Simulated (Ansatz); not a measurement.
A made-up structure of CH5NSi, closed shell:

C1  (0.755, -1.117, 0.701)
Si2  (0.270, 0.399, 0.129)
N3  (-1.061, 0.742, -0.859)
H4  (-1.717, 0.047, -1.215)
H5  (-1.237, 1.709, -1.131)
H6  (1.207, 1.422, 0.633)
H7  (1.605, -1.250, 1.320)
H8  (0.247, -2.022, 0.481)
(Å)

It is relaxed with PBE-D4/def2-SVP and then PBE0-D4/def2-TZVP (Ansatz 0.2.0). Atoms count as bonded within 1.22 times the sum of their covalent radii (H–H: 0.88 Å). The end point is not checked to be a true minimum.

(1) Does its bonding change? (A judgement: the text doesn't fix the answer.)

## Answers

(1) The calculation gives: No: no bond forms or breaks.

Where it ends: The first stage lowers the energy by 0.29 eV in 5 steps. It ends as CH₅NSi ([CH2][SiH][NH2]):
```json
{"atom": "C1", "x (Å)": "0.7453", "y (Å)": "-1.1860", "z (Å)": "0.7038"}
{"atom": "Si2", "x (Å)": "0.3093", "y (Å)": "0.3570", "z (Å)": "0.1627"}
{"atom": "N3", "x (Å)": "-1.0047", "y (Å)": "0.7619", "z (Å)": "-0.8227"}
{"atom": "H4", "x (Å)": "-1.6617", "y (Å)": "0.0922", "z (Å)": "-1.1833"}
{"atom": "H5", "x (Å)": "-1.2011", "y (Å)": "1.7059", "z (Å)": "-1.1039"}
{"atom": "H6", "x (Å)": "1.0517", "y (Å)": "1.5883", "z (Å)": "0.4984"}
{"atom": "H7", "x (Å)": "1.6185", "y (Å)": "-1.2925", "z (Å)": "1.3364"}
{"atom": "H8", "x (Å)": "0.2122", "y (Å)": "-2.0984", "z (Å)": "0.4686"}
```

Labels in which every atom is bracketed show which atoms are joined, not bond orders.

For scale, one of the runs: PBE0-D4/def2-TZVP relaxation, 129 basis functions, launched by `ansatz run in.yaml --threads 2 --pin off --events-out ev --progress --plain --max-ram 4352MiB`. The run took about 30 s on 2 CPU threads of an Intel Xeon (shared host).
